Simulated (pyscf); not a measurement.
`[GeH3][TeH]` -> `[GeH2]=[Te]` + `[H][H]`, gas phase, singlet surface. PySCF, gas phase, ωB97X-D3(BJ)/def2-SVP geometries. ΔG in kcal/mol from ωB97M-D3(BJ)/def2-TZVP energies (ideal gas, 1 atm, RRHO with modes under 100 cm⁻¹ raised to 100, one conformer, R ln 2 for chiral ones without a mode under 150 cm⁻¹).

```json
[
 {"T (K)": "298", "ΔG": "+15.5"},
 {"T (K)": "600", "ΔG": "+8.0"},
 {"T (K)": "900", "ΔG": "?"},
 {"T (K)": "1200", "ΔG": "-6.9"}
]
```

### Question
Fit a line to the three values, predict ΔG at 900 K, and estimate where the reaction turns favourable at 1 atm of each gas.

### Answer
Least squares gives ΔG = +22.9 − 24.8 × T/1000 K, so ΔS is about +104 J/(mol K) and ΔH about +22.9 kcal/mol over this range (ΔH at 298 K: +22.7). At 900 K the line gives +0.6; the computed value is +0.5. ΔG = 0 falls near 920 K; 1 kcal/mol in the energy moves that by 40 K. This is thermodynamics alone and says nothing of the barrier. Elements up to Kr have no core potential and no relativistic terms here. Elements past Kr carry the def2 core potentials, without spin-orbit coupling.
